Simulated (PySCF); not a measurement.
## Vibration and rotation of O₂

UHF-CCSD(T) constants of O₂, ³Σg⁻ (triplet), unpaired electrons π ↑↑ (PySCF, no relativity, basis sets O STO-3G; masses 15.9949 and 15.9949 u):

```
ωe              : 1662.4 cm⁻¹
ωexe            : 7.01 cm⁻¹
Be              : 1.2756 cm⁻¹
αe              : 0.00910 cm⁻¹
D (centrifugal) : 3e-06 cm⁻¹
```

Give the vibrational terms G(v) and spacings up to v = 6.

G(v) = ωe(v+½) − ωexe(v+½)².

```json
{"v": "0", "G(v) (cm⁻¹)": "829", "G(v) − G(v−1)": "", "Bv (cm⁻¹)": "1.271"}
{"v": "1", "G(v) (cm⁻¹)": "2478", "G(v) − G(v−1)": "1648", "Bv (cm⁻¹)": "1.262"}
{"v": "2", "G(v) (cm⁻¹)": "4112", "G(v) − G(v−1)": "1634", "Bv (cm⁻¹)": "1.253"}
{"v": "3", "G(v) (cm⁻¹)": "5733", "G(v) − G(v−1)": "1620", "Bv (cm⁻¹)": "1.244"}
{"v": "4", "G(v) (cm⁻¹)": "7339", "G(v) − G(v−1)": "1606", "Bv (cm⁻¹)": "1.235"}
{"v": "5", "G(v) (cm⁻¹)": "8931", "G(v) − G(v−1)": "1592", "Bv (cm⁻¹)": "1.226"}
{"v": "6", "G(v) (cm⁻¹)": "10509", "G(v) − G(v−1)": "1578", "Bv (cm⁻¹)": "1.216"}
```

Measured values (Huber and Herzberg, Constants of Diatomic Molecules (1979)): ωe = 1580.193 cm⁻¹, ωexe = 11.981 cm⁻¹, αe = 0.01593 cm⁻¹.

Correlated steps freeze 2 core orbitals. STO-3G is very small, so such numbers show the basis as much as the molecule. The state was picked by a PBE0 search and need not be the measured ground state.
